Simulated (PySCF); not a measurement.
Compound: propionyl chloride, C₃H₅ClO.
SMILES: `CCC(=O)Cl`

Torsions of this conformer, `[CH3:1][CH2:2][C:3](=[O:4])[Cl:5]`: C1–C2–C3–O4 0°.

The closed-shell ground state was solved at several levels (PySCF, density fitting, gas phase, non-relativistic). The structure is a single PBE0-D3(BJ)/def2-SVP conformer in the gas phase; no vibrational or solvent corrections.

```tsv
level	basis functions	total energy (Eh)	HOMO (eV)	LUMO (eV)	gap (eV)	dipole (D)
PBE0/cc-pVTZ	224	-652.4805	-8.49	-0.90	7.59	2.85
PBE0/IGLO-III	234	-652.4796	-8.50	-0.96	7.54	2.85
PBE0/pcSseg-0	59	-651.4057	-8.70	-1.14	7.56	3.10
PBE0/aug-cc-pVDZ	164	-652.4242	-8.55	-1.03	7.52	2.92
```

Problem. Estimate the row for PBE0/cc-pVDZ, a basis of 99 functions; the other rows only guide the guess.

Solution. Total energy -652.4090 Eh, HOMO -8.36 eV, LUMO -0.71 eV, gap 7.65 eV, dipole 2.80 D.

Problem. Over all these levels, which gives the widest orbital gap and which the narrowest?

Solution. PBE0/cc-pVDZ has the widest, 7.65 eV, and PBE0/aug-cc-pVDZ the narrowest, 7.52 eV. From the narrowest to the widest the HOMO moves by +0.19 eV and the LUMO by +0.32 eV.

Problem. How much does the basis alone move the frontier levels among the 5 PBE0 rows (the withheld one included)?

Solution. The HOMO by 0.34 eV and the LUMO by 0.43 eV. By rising basis size (HOMO, LUMO in eV): pcSseg-0 -8.70, -1.14; cc-pVDZ -8.36, -0.71; aug-cc-pVDZ -8.55, -1.03; cc-pVTZ -8.49, -0.90; IGLO-III -8.50, -0.96.

Problem. How far do the dipole and the HOMO energy spread over the levels?

Solution. The dipole runs from 2.80 to 3.10 D (mean 2.90 D) and the HOMO from -8.70 to -8.36 eV.
